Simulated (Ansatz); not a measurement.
Relaxation of C4H6FN (12 atoms, charge 0, multiplicity 1), to a largest force component of 0.015 eV/Å in at most 40 steps.

The calculation used Ansatz, RKS r2SCANh/def2-SVP.

```xyz
12
Properties=species:S:1:pos:R:3
C 0.520 -2.080 -1.251
C -0.201 -1.125 -0.627
C -0.910 -0.207 -0.008
F -2.147 -0.189 -0.170
C -0.284 0.787 0.936
N 0.326 1.947 0.267
H 0.701 -1.928 -2.319
H 0.842 -2.917 -0.764
H -1.075 1.184 1.652
H 0.463 0.312 1.618
H 1.093 1.595 -0.278
H 0.750 2.566 0.978
```

Where does it end, and by what steps?

It converged. After 24 steps the energy has fallen by 0.693 eV; H11 moved furthest, 0.62 Å.

```
step  energy less start (eV)  largest force component (eV/Å)  accepted
   0                  0.0000                           5.268       yes
   1                 -0.5144                           2.187       yes
   2                 -0.4896                           1.122        no
   3                 -0.5837                           0.581       yes
   4                 -0.6132                           0.219       yes
   5                 -0.6276                           0.119       yes
   6                 -0.6402                           0.235       yes
   7                 -0.6474                           0.666       yes
   8                 -0.6581                           0.541       yes
   9                 -0.6731                           0.406       yes
  10                 -0.6801                           0.295       yes
  11                 -0.6582                           0.550        no
  12                 -0.6902                           0.126       yes
  13                 -0.6900                           0.149        no
  14                 -0.6914                           0.033       yes
  15                 -0.6913                           0.092        no
  16                 -0.6917                           0.026       yes
  17                 -0.6923                           0.026       yes
  18                 -0.6924                           0.051       yes
  19                 -0.6926                           0.042       yes
  20                 -0.6926                           0.049       yes
  21                 -0.6925                           0.078        no
  22                 -0.6927                           0.047       yes
  23                 -0.6926                           0.059        no
  24                 -0.6927                           0.009       yes
```

```xyz
12
Properties=species:S:1:pos:R:3
C 0.421 -2.250 -1.174
C -0.163 -1.199 -0.660
C -0.719 -0.143 -0.112
F -1.959 0.239 -0.460
C -0.089 0.743 0.916
N 0.053 2.096 0.412
H 1.024 -2.184 -2.087
H 0.323 -3.242 -0.717
H -0.770 0.770 1.784
H 0.844 0.252 1.256
H 0.792 2.135 -0.287
H 0.321 2.728 1.162
```

Time of the run: 110 s on 2 threads of Arm Neoverse V1, with other jobs on the host, peak memory 0.28 GiB.
